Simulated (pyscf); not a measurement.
Structures and frequencies: ωB97X-D3(BJ)/def2-SVP in PySCF. MP2 and CC: frozen core, UHF for open shells. ΔMP2 is the change of the MP2 total energy from the triple- to the quadruple-zeta basis.

Problem. How much does it cost (ΔH, 298 K, CCSD(T)/def2-TZVPP + ΔMP2(QZVPP)) to split H₂N–BH–OH (SMILES NBO) at its B–O bond into [HB–NH₂]• + OH•?

Solution. B–O to [HB–NH₂]• + OH•: 606.4 kJ/mol. The radicals are drawn with the spin at the cut bond; how far it spreads was not checked. Other isomers of [HB–NH₂]• were not searched in full and may lie lower. The CCSD(T) − MP2 part came from Ansatz, without density fitting, on the same reference. Left out: the spin-orbit lowering of OH.
